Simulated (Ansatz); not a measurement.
**MgBH2+ (quintet): wave-function methods side by side, def2-QZVPP**

The task here is to estimate one member of a computed series from the others.

Method: def2-QZVPP, core rule «outside noble gas», up to 6 orbitals frozen; program: Ansatz 0.2.0, Gaussian basis.

To be run: UHF; ROHF; CCSD(T) on UHF.

### The system

The geometry is a PBE0/def2-TZVP stationary point (not a proven minimum) of the parent state, kept for this charge and spin.

4 atoms, charge 1, spin multiplicity 5.

Atoms are counted from 1 here; the program's logs count them from 0.

Bond lengths: B1–Mg2 2.227 Å, B1–H3 1.184 Å, B1–H4 1.234 Å, Mg2–H4 1.954 Å. Angles: Mg2–B1–H3 168.8°, Mg2–B1–H4 61.0°, H3–B1–H4 130.2°, B1–Mg2–H4 33.5°, B1–H4–Mg2 85.5°.

Coordinates:

```xyz
4
charge 1, multiplicity 5
B     0.0000    0.0383    1.4419
Mg    0.0000    0.0147   -0.7847
H     0.0000    0.2812    2.6007
H     0.0000   -1.0472    0.8550
```

Set-up of the first run:

in.yaml reads:

```yaml
crystal:
  periodic: [false, false, false]
  atoms:
    - {symbol: B, position_ang: [0.000000, 0.038348, 1.441894]}
    - {symbol: Mg, position_ang: [0.000000, 0.014710, -0.784671]}
    - {symbol: H, position_ang: [0.000000, 0.281186, 2.600655]}
    - {symbol: H, position_ang: [0.000000, -1.047203, 0.855024]}
basis:
  gaussian: {orbitals: "def2-QZVPP.json"}
total_charge: 1
magnetization: {spin_polarized: true, initial_magnetization: 4}
hamiltonian: {xc: hf}
output: {orbitals: {seedname: orbitals}}
```

Run with:

```console
> ansatz run in.yaml --threads 1 --pin off --events-out ev --progress --plain --max-ram 2393MiB
```

Steps of the session up to this table: UHF; ROHF; CCSD(T) on UHF.

One of the session's tables, all rows but one given; the rest of the session is left out.

| method | from UCCSD(T) (kJ/mol) |
| --- | --- |
| ROHF | ? |
| UHF | +258.3 |
| UMP2 | +63.3 |
| UCCSD | +10.6 |
| UCCSD(T) | 0 |

**Question.** Estimate the row for ROHF.

As computed: from UCCSD(T) (kJ/mol): +261.6. In the column «from UCCSD(T) (kJ/mol)» it is the highest.
